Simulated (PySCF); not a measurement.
System: rock-salt NaI. Method: Hartree–Fock (GTH pseudopotentials, Gaussian basis, DZ basis; PySCF).

The same calculation (at the measured cell, 33.899 Å³/atom) with different numerical settings:

```json
[
 {"run": "1", "k mesh": "2×2×2", "gap on the mesh (eV)": "11.283", "total energy (eV/atom)": "-805.4188"},
 {"run": "2", "k mesh": "3×3×3", "gap on the mesh (eV)": "10.879", "total energy (eV/atom)": "-805.3617"},
 {"run": "3", "k mesh": "4×4×4", "gap on the mesh (eV)": "10.746", "total energy (eV/atom)": "-805.3185"}
]
```

In the column total energy (eV/atom) the first row differs from the last by -0.1003 and the next to last by -0.0432.

The last row is no converged limit: other settings stay fixed.

Spin–orbit coupling is not included.
